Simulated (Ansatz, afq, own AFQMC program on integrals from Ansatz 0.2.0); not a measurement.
# Atomization energy of Al2, singlet

```tsv
atom	x (Å)	y (Å)	z (Å)
Al	0.0000	0.0000	0.0000
Al	0.0000	0.0000	3.0310
```

Atoms in their ground-state spins without spin–orbit coupling (mostly on UHF) minus the molecule (RHF), without zero-point energy. The geometry is a stationary point, not shown to be a minimum.

Basis cc-pVDZ. Only valence electrons are correlated. Ansatz 0.2.0 and our own AFQMC program on the same integrals; the CISD trial comes from CCSD amplitudes, and released means the phaseless constraint is let go. ± is one standard error of the sampling. The errors of all members are added in quadrature.

Full CI on the same integrals is exact in this basis and with this determinant's frozen core.

The best estimate is CCSD(T) at the basis-set limit (CBS: def2-TZVPP and def2-QZVPP, with their diffuse functions for anions and beside diffuse sets, CCSD(T) itself extrapolated) plus the step from CCSD(T) to full CI in cc-pVDZ. Rows without CBS are in cc-pVDZ; B2PLYP and the wave-function rows carry a basis error of their own. Core correlation and relativity beyond core potentials are missing, and ± holds the sampling alone.

Cautions: Al₂ (singlet): higher spins were not checked, restricted determinant unstable towards unrestricted (UHF 590 meV lower, ⟨S²⟩ 1.13), the released energy hasn't reached full CI (28 meV above it at 1.62 1/Eh, later times being too noisy to tell), so no released level is given (meV from the phaseless value at times in 1/Eh: -10 ± 8 at 0.24, -16 ± 7 at 0.51, -24 ± 7 at 0.99, -16 ± 8 at 1.62, -19 ± 14 at 2.40), CCSDTQ on the UHF determinant differs (230 meV lower), perhaps since the unrestricted series falls towards higher spin, its ph-AFQMC/CISD value lies 44 ± 7 meV above full CI.

```json
{"level": "HF", "atomization energy (kcal/mol)": "3.0"}
{"level": "MP2", "atomization energy (kcal/mol)": "16.7"}
{"level": "CCSD", "atomization energy (kcal/mol)": "18.6"}
```

Task: From these cheaper values, estimate the atomization energy at the level of the best estimate.

Result: 27.4 kcal/mol (best estimate, highest rung FCI).

```csv
level,atomization energy (kcal/mol),error against the best estimate (kcal/mol)
CCSD(T),20.0,-7.3
ph-AFQMC/CISD,20.0 ± 0.2,-7.4 ± 0.2
FCI,20.9,-6.5
HF/CBS,3.7,-23.7
MP2/CBS,23.5,-3.9
CCSD(T)/CBS,26.5,-0.8
```

Correlation beyond CCSD(T) adds 0.8 kcal/mol. Going to the basis-set limit adds 6.5 kcal/mol at CCSD(T). The perturbative (T) step is worth +1.4 kcal/mol.

Best estimates are given only where the step beyond CCSD(T) is under 0.3 eV and no member's determinant is very poor (T1 over 0.05, or 0.07 for open shells, ⟨S²⟩ too high by 0.3, two states mixed), so the hardest cases are missing from such tables.

Each member of a difference takes its own highest rung, so a best estimate needn't equal the limit plus the step of one row. A walk keeps the symmetry of its determinant, which the program's search chose and which needn't be the lowest solution, so a lower state of the same spin and another symmetry isn't excluded.
